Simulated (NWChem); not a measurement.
# PH3 (phosphine) at 4 levels

We compute a comparison of 4 runs (M06-2X/aug-cc-pVTZ, B2PLYP/aug-cc-pVTZ, CAM-B3LYP/aug-cc-pVTZ, wB97X/aug-cc-pVTZ) of PH3 (phosphine). 

The calculation is run with NWChem 7.3.0.

### 1 The system as given

The species is PH3 (4 atoms), meant as a singlet with charge 0. As SMILES, `P`. The P1–H4 distance was set to 2.130 Å, away from the relaxed value. At this shape a bond of the SMILES string is far longer than usual.

Bond lengths: P1–H2 1.420 Å, P1–H3 1.420 Å. Angles: H2–P1–H3 93.1°. A long bond or contact: P1–H4 2.130 Å.

### 2 A single-point energy at M06-2X/aug-cc-pVTZ (run 1)

Input file h3p.nw:

```
start h3p
memory stack 880 mb heap 220 mb global 1100 mb
geometry units angstroms noautosym nocenter noautoz
  P     0.504648   -1.001493   -0.180752
  H     0.789548   -0.708993    1.179048
  H    -0.846852   -1.337993    0.094848
  H     0.028700    1.023500   -0.636900
end
basis spherical bse
  * library aug-cc-pVTZ
end
dft
  xc m06-2x
  grid fine
  convergence energy 1e-08
  iterations 100
  mulliken
  print low
end
task dft energy
```

Launch:

```bash
$ nwchem h3p.nw > h3p.out
```

The log of the run:

```text
[...]
 d= 0,ls=0.0,diis     1   -343.0374984667 -3.59D+02  3.06D-03  1.67D-01     3.3
[...]
 d= 0,ls=0.0,diis     9   -343.0495788026 -1.33D-09  3.47D-07  1.34D-10    22.0
         Total DFT energy =     -343.049578802648
      One electron energy =     -504.293249595471
           Coulomb energy =      169.829021941689
    Exchange-Corr. energy =      -24.154489582914
 Nuclear repulsion energy =       15.569138434047
[...]
      Total Density - Mulliken Population Analysis
     ---------------------------------------------
    Atom       Charge   Shell Charges
 -----------   ------   -------------------------------------------------------
    1 P   15    15.26   2.00  1.82  0.21  1.16  0.66 -0.01  5.77  0.57  1.79  1.09  0.03  0.04  0.08  0.03  0.01  0.00
    2 H    1     0.88   0.25  0.49  0.14  0.00  0.01  0.01 -0.02  0.00  0.00
    3 H    1     0.88   0.25  0.49  0.14  0.00  0.01  0.01 -0.02  0.00  0.00
    4 H    1     0.99   0.17  0.45  0.35  0.01  0.00  0.01  0.00  0.00  0.00
[...]
```

Run time: 23 s. Hardware: 1 thread of Intel Xeon 6975P-C (Granite Rapids), shared host; peak memory 0.11 GiB.

### 3 The energy at B2PLYP/aug-cc-pVTZ (run 2)

Input file struct.nw:

```
start struct
title "H3P energy"
memory total 2200 mb
geometry units angstroms noautosym nocenter noautoz
  P        0.504648      -1.001493      -0.180752
  H        0.789548      -0.708993       1.179048
  H       -0.846852      -1.337993       0.094848
  H        0.028700       1.023500      -0.636900
end
basis spherical bse
  P library aug-cc-pVTZ
  H library aug-cc-pVTZ
end
dft
  xc hfexch 0.53 becke88 0.47 lyp 0.73 mp2 0.27
  dftmp2 semidirect
  grid fine
  convergence energy 1e-08
  maxiter 100
  mulliken
  print low
end
mp2
  freeze core 5
end
task dft energy
```

Launch:

```bash
$ nwchem struct.nw > struct.out
```

The log of the run:

```text
[...]
 d= 0,ls=0.0,diis     1   -342.8768651933 -3.58D+02  2.02D-03  9.72D-02     2.9
[...]
 d= 0,ls=0.0,diis     8   -342.8904531768 -3.05D-09  3.60D-07  1.45D-09    17.8
         Total DFT energy =     -342.890453176828
      One electron energy =     -504.164869228305
           Coulomb energy =      169.702949018377
    Exchange-Corr. energy =      -23.997671400948
 Nuclear repulsion energy =       15.569138434047
[...]
      Total Density - Mulliken Population Analysis
     ---------------------------------------------
    Atom       Charge   Shell Charges
 -----------   ------   -------------------------------------------------------
    1 P   15    15.05   2.00  1.87  0.21  1.10  0.58 -0.02  5.76  0.57  1.76  1.02  0.03  0.05  0.09  0.02  0.01  0.00
    2 H    1     0.95   0.25  0.51  0.18  0.01  0.01  0.02 -0.01  0.00  0.00
    3 H    1     0.95   0.25  0.51  0.18  0.01  0.01  0.02 -0.01  0.00  0.00
    4 H    1     1.05   0.17  0.46  0.38  0.01  0.00  0.01  0.01  0.00  0.00
[...]
  Basis functions       =    119
[...]
```

Wall time 23 s (1 thread of Intel Xeon 6975P-C (Granite Rapids), shared host); peak memory 0.23 GiB.

Run 3 isn't shown in full; the table further down has it.

### 4 The energy at wB97X/aug-cc-pVTZ (run 4)

Input file mymol.xyz:

```xyz
4
H3P
P      0.504648    -1.001493    -0.180752
H      0.789548    -0.708993     1.179048
H     -0.846852    -1.337993     0.094848
H      0.028700     1.023500    -0.636900
```

Input file mymol.nw:

```
start mymol
title "H3P"
memory total 2200 mb

geometry units angstroms noautosym nocenter noautoz
load format xyz mymol.xyz
end

basis spherical bse
* library aug-cc-pVTZ
end

dft
xc wb97x
grid fine
convergence energy 1e-08
maxiter 100
mulliken
noprint "final vectors analysis"
end

task dft energy
```

Launch:

```bash
$ nwchem mymol.nw > mymol.out
```

The log of the run:

```text
[...]
          Wavefunction type:  closed shell.
          No. of atoms     :     4
          No. of electrons :    18
[...]
          Charge           :     0
          Spin multiplicity:     1
[...]
          AO basis - number of functions:   119
[...]
              XC Information
              --------------
                       wb97x  Method XC Functional
                     Hartree-Fock (Exact) Exchange  1.000
                         wb97x Exchange Functional  1.000
                      wb97x Correlation Functional  1.000
[...]
 d= 0,ls=0.0,diis     1   -343.0539075374 -3.59D+02  2.45D-03  1.72D-01     8.3
[...]
 d= 0,ls=0.0,diis     9   -343.0689197665 -5.57D-09  9.55D-07  2.09D-09    81.1
         Total DFT energy =     -343.068919766450
      One electron energy =     -504.239208589163
           Coulomb energy =      169.767453820027
    Exchange-Corr. energy =      -24.166303431361
 Nuclear repulsion energy =       15.569138434047
[...]
      Total Density - Mulliken Population Analysis
     ---------------------------------------------
    Atom       Charge   Shell Charges
 -----------   ------   -------------------------------------------------------
    1 P   15    15.16   2.00  1.85  0.21  1.08  0.61 -0.01  5.76  0.59  1.79  1.06  0.02  0.05  0.09  0.03  0.01  0.00
    2 H    1     0.90   0.25  0.48  0.16  0.00  0.01  0.02 -0.02  0.00  0.00
    3 H    1     0.90   0.25  0.48  0.16  0.00  0.01  0.02 -0.02  0.00  0.00
    4 H    1     1.04   0.17  0.44  0.39  0.01  0.00  0.01  0.01  0.00  0.00
[...]
```

It took 82 s on 1 thread of Intel Xeon 6975P-C (Granite Rapids), shared host; peak memory 0.11 GiB.

### 5 All runs side by side

| run | level | frozen core orbitals | energy (Eh) | wall time |
| --- | --- | --- | --- | --- |
| 1 | M06-2X/aug-cc-pVTZ | – | -343.049579 | 23 s |
| 2 | B2PLYP/aug-cc-pVTZ | 5 | -342.951991 | 23 s |
| 3 | CAM-B3LYP/aug-cc-pVTZ | – | -343.083408 | 67 s |
| 4 | wB97X/aug-cc-pVTZ | – | -343.068920 | 82 s |

### 6 Summary of results

| quantity | value |
| --- | --- |
| run 4: total energy | -343.06892 Eh |
| run 4: dipole moment | 0.92 D |

What this shows: Totals of different functionals can't be ranked against each other. All runs together took 3.2 min, the longest 82 s.
